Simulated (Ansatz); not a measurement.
Compare A (`CCCCC(C)C`) with its isomer B (`CC(C)CC(C)C`).

Calculated with Ansatz (gas phase, PBE0-D4/def2-TZVP geometries, no zero-point term in ΔE). CBS: MP2 limit from def2 TZ/QZ plus the TZ coupled-cluster correction, frozen cores. DFT in def2-TZVPP. B3LYP here is the variant with VWN-RPA as its local correlation; programs differ in this. Each species was taken in one conformer, which may not be the lowest.

A:

```xyz
23

C     1.295   -2.535    1.976
C     0.307   -1.402    1.759
C     0.391   -0.799    0.366
C    -0.595    0.337    0.150
C    -0.623    0.913   -1.263
C     0.706    1.543   -1.656
C    -1.752    1.924   -1.401
H     1.123   -3.349    1.266
H     2.324   -2.192    1.839
H     1.216   -2.952    2.983
H     0.480   -0.615    2.502
H    -0.713   -1.763    1.935
H     0.209   -1.584   -0.379
H     1.415   -0.449    0.194
H    -1.602   -0.018    0.402
H    -0.377    1.149    0.858
H    -0.824    0.084   -1.955
H     0.656    1.965   -2.664
H     0.965    2.356   -0.969
H     1.525    0.821   -1.642
H    -1.596    2.772   -0.726
H    -1.811    2.319   -2.419
H    -2.719    1.478   -1.156
```

B:

```xyz
23

C    -2.071    0.014    0.463
C    -1.075    0.413   -0.616
C    -1.688    0.241   -1.999
C     0.227   -0.379   -0.522
C     0.998   -0.285    0.792
C     1.374    1.149    1.139
C     2.240   -1.163    0.730
H    -3.010    0.563    0.350
H    -2.302   -1.054    0.399
H    -1.692    0.213    1.468
H    -0.841    1.477   -0.488
H    -2.599    0.835   -2.107
H    -1.951   -0.806   -2.178
H    -0.991    0.547   -2.784
H     0.002   -1.435   -0.720
H     0.892   -0.056   -1.334
H     0.359   -0.672    1.595
H     0.496    1.783    1.280
H     1.981    1.592    0.341
H     1.961    1.187    2.060
H     1.982   -2.201    0.506
H     2.786   -1.148    1.677
H     2.922   -0.814   -0.052
```

Problem. Which isomer does CCSD(T)/CBS put lower? Give the gap. (Estimate.)

Solution. Ansatz gave: B, by 5.0 kJ/mol.

Problem. Give E(B) − E(A) in kJ/mol with CCSD/def2-TZVPP, B2PLYP, BLYP-D4, PBE0-D4, MP2/def2-TZVPP, B3LYP-D4, PBE-D4. (Estimate.)

Solution. Computed: CCSD/def2-TZVPP -4.0, B2PLYP -1.3, BLYP-D4 -3.7, PBE0-D4 -3.1, MP2/def2-TZVPP -7.5, B3LYP-D4 -3.2, PBE-D4 -3.2. None reverses the order clearly.

Largest T1 diagnostic: 0.009.

The D4 term adds −5.7 kJ/mol with B3LYP and −3.3 kJ/mol with PBE0; it sums over pairs of atoms, weighted by their polarisabilities, and B3LYP, whose exchange is more repulsive, gets the larger term. In def2-TZVPP, CCSD(T) changes the Hartree–Fock value by −10.2 kJ/mol (the triples alone add −1.6 kJ/mol) and MP2 by −12.2 kJ/mol.
